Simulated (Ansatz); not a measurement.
System: rock-salt LiCl. Method: G0W0@HSE06 in Ansatz (hard PAW, contour deformation).

The cell has the measured lattice parameters. Conventional cell: a = 5.1399 Å, b = 5.1399 Å, c = 5.1399 Å, α = 90.00°, β = 90.00°, γ = 90.00°.

The quasiparticle gap at Γ at a fixed k mesh 2×2×2:

```csv
response cutoff,value (eV)
"200 eV, 401 empty bands",9.252
"250 eV, 560 empty bands",9.284
"300 eV, 736 empty bands",9.306
"400 eV, 1133 empty bands",9.330
```

Question: Taking the value to converge with the response cutoff E as E^(−3/2), extrapolate from the last two rows.

Answer: With y = y∞ + c/w and weights w = 5196 and 8000 for the last two rows, y∞ = (w2 y2 − w1 y1)/(w2 − w1) = (8000 × 9.330 − 5196 × 9.306)/2804 = 9.374 eV, which lies 0.044 beyond the last row. Successive pairs of rows give 9.364, 9.376, 9.374. The limit also hangs on the law assumed, so its last digits aren't firm.

The other settings are not extrapolated, so this is the limit in one setting alone.

Note: GW on a hybrid start was not checked against another program.

Ansatz is a program for electronic structure.
